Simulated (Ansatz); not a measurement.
Relaxation of C4H4ClN (10 atoms, charge 0, multiplicity 1), to a largest force component of 0.015 eV/Å in at most 40 steps.

All numbers below come from Ansatz 0.2.0, RKS PBE0-D4/def2-SVP.

```xyz
10
Properties=species:S:1:pos:R:3:forces:R:3
Cl -1.776 -0.258 1.762 -1.26 0.64 0.79
C -0.488 -0.964 0.860 2.29 1.20 -0.95
C 0.059 0.023 -0.172 -0.20 -4.55 -0.20
C 0.585 -0.003 -1.438 -2.68 -1.19 4.20
N 0.854 1.414 -1.359 1.40 4.28 0.05
C 0.440 1.442 -0.140 0.24 0.87 -0.42
H 0.305 -1.255 1.589 -0.25 0.11 -0.35
H -0.829 -1.843 0.363 -0.40 -1.08 -0.52
H 0.595 -0.739 -2.181 0.48 -0.89 -1.69
H 0.337 2.131 0.719 0.39 0.61 -0.90
```

Problem. Where does it end, and by what steps?

Solution. The run converged. After 12 steps the energy has fallen by 0.764 eV; Cl1 moved furthest, 0.37 Å.

| step | energy less start (eV) | largest force component (eV/Å) | accepted |
| --- | --- | --- | --- |
| 0 | 0.0000 | 4.550 | yes |
| 1 | -0.5485 | 1.563 | yes |
| 2 | -0.6681 | 1.747 | yes |
| 3 | -0.7382 | 0.306 | yes |
| 4 | -0.7504 | 0.223 | yes |
| 5 | -0.7342 | 1.280 | no |
| 6 | -0.7588 | 0.071 | yes |
| 7 | -0.7617 | 0.144 | yes |
| 8 | -0.7295 | 0.758 | no |
| 9 | -0.7639 | 0.043 | yes |
| 10 | -0.7630 | 0.107 | no |
| 11 | -0.7641 | 0.027 | yes |
| 12 | -0.7641 | 0.003 | yes |

```xyz
10
Properties=species:S:1:pos:R:3
Cl -2.017 -0.419 1.529
C -0.437 -1.002 0.878
C 0.102 -0.044 -0.091
C 0.409 0.006 -1.391
N 0.843 1.472 -1.348
C 0.545 1.443 -0.105
H 0.220 -1.125 1.751
H -0.605 -1.984 0.415
H 0.404 -0.656 -2.260
H 0.620 2.259 0.625
```

Run time: 16 s on 2 threads of AMD EPYC 9R45 96-Core Processor (Zen 5) (shared host), peak memory 0.27 GiB.
